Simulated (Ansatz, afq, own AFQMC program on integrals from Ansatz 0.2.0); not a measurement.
# AFQMC, coupled cluster and functionals along a coordinate of BO, quartet

```yaml
atoms:
  - { symbol: B, position_ang: [0.0000, 0.0000, 0.0000] }
  - { symbol: O, position_ang: [0.0000, 0.0000, 1.5320] }
```

The B1–O2 distance is changed with both sides rigid. Energies in kcal/mol count from this geometry (1.532 Å) at the same level; the start stands on UHF, each point on the determinant named.

Basis 6-31G. Only valence electrons are correlated. Integrals, coupled cluster, full CI and functionals: Ansatz 0.2.0; the random walks run on the same integrals in our own AFQMC program. ph-AFQMC/CISD is guided by a CISD state made of CCSD amplitudes; releasing the constraint for a short imaginary time cuts its bias at the price of noise, slowly where states lie close. Uncertainties: one standard error, sampling alone.

Cautions, each for one point or more: cluster runs in doubt by the program's own checks; lower spins were not checked; strong correlation; the determinant fills πx and πy unequally, so it mixes two states of the linear molecule, and each level undoes that mixture to a different degree, while full CI gives the lower state; unrestricted determinant spin contaminated.

```json
{"r(B1–O2) / Å": "1.890", "det.": "UHF", "T1": "0.051", "weight": "0.86", "⟨S²⟩": "3.87", "PBE0": "27.1", "r2SCAN": "26.4", "CCSD(T)": "24.9"}
{"r(B1–O2) / Å": "2.575", "det.": "UHF", "T1": "0.015", "weight": "0.92", "⟨S²⟩": "3.78", "PBE0": "50.3", "r2SCAN": "56.7", "CCSD(T)": "40.0"}
{"r(B1–O2) / Å": "3.857", "det.": "UHF†", "T1": "0.005", "weight": "0.93", "⟨S²⟩": "3.75", "PBE0": "52.6", "r2SCAN": "61.1", "CCSD(T)": "39.2"}
```

Task: Estimate the curve of full CI, counted from the same start.

Result: 
```json
{"r(B1–O2) / Å": "1.890", "det.": "UHF", "T1": "0.051", "weight": "0.86", "⟨S²⟩": "3.87", "FCI": "25.6", "ph-AFQMC/CISD": "24.9 ± 0.1", "CCSDT(Q)": "25.7"}
{"r(B1–O2) / Å": "2.575", "det.": "UHF", "T1": "0.015", "weight": "0.92", "⟨S²⟩": "3.78", "FCI": "45.1", "ph-AFQMC/CISD": "40.6 ± 0.1", "CCSDT(Q)": "45.5"}
{"r(B1–O2) / Å": "3.857", "det.": "UHF†", "T1": "0.005", "weight": "0.93", "⟨S²⟩": "3.75", "FCI": "44.7", "ph-AFQMC/CISD": "39.8 ± 0.1", "CCSDT(Q)": "45.0"}
```

Weight is that of the determinant in the CISD state; at the start T1 is 0.028 and the weight 0.90, and ⟨S²⟩ is 3.75. A dagger marks points whose determinant fills other symmetries than the start's, so the wave-function levels may follow another state there, or a degenerate partner. Largest departures from full CI: CCSD(T) -5.5 kcal/mol at 3.857 (on UHF), ph-AFQMC/CISD -4.9 kcal/mol at 3.857 (on UHF), CCSDT(Q) 0.5 kcal/mol at 2.575 (on UHF), PBE0 5.3 kcal/mol at 2.575, r2SCAN 11.7 kcal/mol at 2.575. Functionals count only at points shown to share the start's state and spin. In this small basis the wave-function levels are far from their limit, so their gap to the functionals isn't the functionals' error. In total energy ph-AFQMC/CISD lies 222 ± 5 meV above full CI at the start, so its agreement along the curve rests in part on cancellation.

CCSDT and higher add their correlation energy to the determinant of the CCSD(T) run, since their own runs factorise the integrals more tightly (a shift of under 2 meV).
